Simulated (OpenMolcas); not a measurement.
## [NO2]+ (SMILES O=[N+]=O): the vertical ionisation energy from total energies

The species is [NO2]+ (3 atoms), meant as a singlet with charge +1. As SMILES, `O=[N+]=O`. The shape is that of a GFN2-xTB optimisation.

```xyz
3

O    -0.5632    0.9112   -0.2060
N     0.0000    0.0000    0.0000
O     0.5632   -0.9112    0.2060
```

Both states at this one shape; open shells run unrestricted unless said. 1 Eh = 27.2114 eV.

| level | program | singlet [NO2]+ (Eh) | doublet [NO2]2+ (Eh) | HOMO of the first (eV) |
| --- | --- | --- | --- | --- |
| PBE/STO-3G | OpenMolcas | -201.692435 | -200.760496 | -19.08 |
| r2SCAN/STO-3G | OpenMolcas | -201.822918 | -200.890330 | -19.51 |
| PBE0/STO-3G | OpenMolcas | -201.689920 | -200.764661 | -20.59 |

Question: Work out the vertical ionisation energy at each level.

Answer: 
1. PBE/STO-3G: -200.760496 − (-201.692435) = 0.931939 Eh = 25.36 eV; −ε(HOMO) = 19.08 eV.
2. r2SCAN/STO-3G: -200.890330 − (-201.822918) = 0.932588 Eh = 25.38 eV; −ε(HOMO) = 19.51 eV.
3. PBE0/STO-3G: -200.764661 − (-201.689920) = 0.925259 Eh = 25.18 eV; −ε(HOMO) = 20.59 eV.

No measured value is set beside it here; the levels span 25.18 to 25.38 eV. In semi-local functionals −ε(HOMO) lies far under the ionisation energy, a result of self-interaction, while the difference of totals does much better. Minimal sets are far from the basis-set limit.
